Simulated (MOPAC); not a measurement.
MOPAC input (PM3):

```
PM3 PRECISE GNORM=0.05 LET XYZ UHF MS=0.5 GEO-OK AUX(PRECISION=9) THREADS=1
C2H3O2

C    -0.89003452 1   -0.00503940 1    0.00658504 1
O    -0.81527396 1   -1.01562247 1    0.64008523 1
O     0.16868768 1    0.71691379 1   -0.45026202 1
H    -1.81180777 1    0.49694744 1   -0.30468965 1
C     1.42724168 1    0.27544195 1   -0.17823519 1
H     1.55398746 1   -0.63018598 1    0.38924230 1
H     2.20726758 1    0.90049269 1   -0.57323748 1
```

**Question.** What heat of formation does the run end on?

**Answer.** -56.77 kcal/mol.
